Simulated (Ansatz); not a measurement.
## HAlO, singlet: the ladder up to full CI

Geometry: a point of a stretch scan, not a stationary point.

```yaml
atoms:
  - { symbol: Al, position_ang: [0.0000, 0.0000, -0.3094] }
  - { symbol: O, position_ang: [0.0000, 0.0000, -1.9032] }
  - { symbol: H, position_ang: [0.0000, 0.0000, 2.2126] }
```

Basis 6-31G; Ansatz 0.2.0. Correlated methods freeze the noble-gas cores, which leaves 10 electrons in 18 orbitals. Prefix R: restricted or restricted open-shell reference; prefix U: unrestricted. Active spaces: valence = (10e, 9o) chosen from the atoms' valence shells; pair = (2e, 2o) about the gap.

Full CI is exact within this basis and frozen core; it isn't the basis-set limit. The frozen core follows each run's orbitals, which can shift R against U totals by a few meV.

Unrestricted rows (U) aren't spin-pure: their determinants' ⟨S²⟩ exceeds S(S+1) by up to 1.05, so they mix in states of higher spin.

* UHF ⟨S²⟩: 1.052
* T1 diagnostic (RCCSD): 0.0454
* largest doubles amplitude (RCCSD): 0.273

From what is known of these methods and the diagnostics, rank them by the size of their error in total energy against full CI in 6-31G, smallest first (an estimate: the text doesn't fix the numbers).
A. MRCISD (valence space)
B. UHF
C. RCCSD
D. RHF
E. MRCISD (pair space)

A (4.84 mEh), C (17.90 mEh), E (24.09 mEh), B (205.30 mEh), D (237.88 mEh).

All errors are against full CI in 6-31G. Within each family the higher level lies nearer, as is usual though not guaranteed.

The full-CI state has the irrep A1 of C2v, in the program's axes (one component, if the state is degenerate).

Natural occupations of full CI about the gap: 1.986 1.926 1.925 1.925 1.751 0.274 0.072 0.072 0.031 0.013; effectively unpaired electrons, Σ n²(2−n)², 0.52.
